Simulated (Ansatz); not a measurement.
`CCS(C)=O`, relaxed with RKS PBE0-D4/def2-TZVP in the Gaussian-basis code of Ansatz from a PBE-D4/def2-SVP geometry. The force threshold is 0.005 eV/Å; the program also tests the step.

Charge 0, multiplicity 1.

Start:

```xyz
13

C     0.721   -0.493   -1.295
C     0.553    0.838   -0.585
S    -1.068    0.910    0.361
C    -0.597   -0.257    1.715
O    -2.092    0.179   -0.495
H    -0.246   -0.775   -1.762
H     1.020   -1.305   -0.602
H     1.492   -0.426   -2.088
H     0.450    1.675   -1.306
H     1.366    1.095    0.126
H    -1.510   -0.386    2.326
H     0.218    0.173    2.330
H    -0.306   -1.229    1.274
```

Question: How much energy does the relaxation release, and in how many steps? (Estimate.)

Answer: Ansatz gave: 12.40 kJ/mol, in 9 steps, 1 of them rejected.

Question: Which bonds change most? (Best estimate.)

Answer: Ansatz gave: C2–S3 from 1.877 to 1.817 Å; S3–C4 from 1.849 to 1.799 Å; S3–O5 from 1.522 to 1.484 Å; C1–H6 from 1.110 to 1.092 Å.

Question: Give the relaxed structure. (Best estimate.)

Answer: Computed: 
```xyz
13

C     0.738   -0.500   -1.245
C     0.504    0.839   -0.581
S    -1.032    0.919    0.387
C    -0.597   -0.281    1.656
O    -2.094    0.294   -0.440
H    -0.180   -0.838   -1.731
H     1.053   -1.263   -0.532
H     1.518   -0.414   -2.004
H     0.367    1.627   -1.327
H     1.317    1.149    0.082
H    -1.456   -0.345    2.323
H     0.276    0.067    2.211
H    -0.415   -1.254    1.200
```
